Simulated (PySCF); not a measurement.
# CHP (Phosphaethyne): the cost of one run

Programs: PySCF 2.14.0, with density-fitted response routines of our own. Each step states its level of theory. These are calculated values for one molecule in the gas phase, unless marked as measured. Atoms count from 0, in the outputs and in this text.

## (1) Starting geometry

3 atoms, charge 0, multiplicity 1; geometry from: GFN2-xTB. The atoms were then displaced at random by about 0.01 Å, so the start is not that level's minimum.

Bonds of the start (Å): C0–P1 1.52, C0–H2 1.10.

## (2) Geometry optimisation at PBE0-D3(BJ)/def2-SVP

Job settings and geometry (Å):

```
{"job": {"xc": "PBE0", "basis": "def2-SVP", "d3": "d3bj", "grid": 1, "shake": 0.01, "kind": "geom"}, "charge": 0, "multiplicity": 1}
C     -0.138790     0.058220     0.000810
P      1.376160    -0.053610    -0.013340
H     -1.231350     0.172350    -0.006650
```

On the command line:

```bash
$ OMP_NUM_THREADS=1 python probes_run.py task.json out
```

One launch serves the whole session: the jobs run in the order shown.

Q: Estimate the wall time and peak memory of this first job on 1 thread of Arm Neoverse V1, shared host.

About 1.8 s, with a peak of 0.25 GiB.
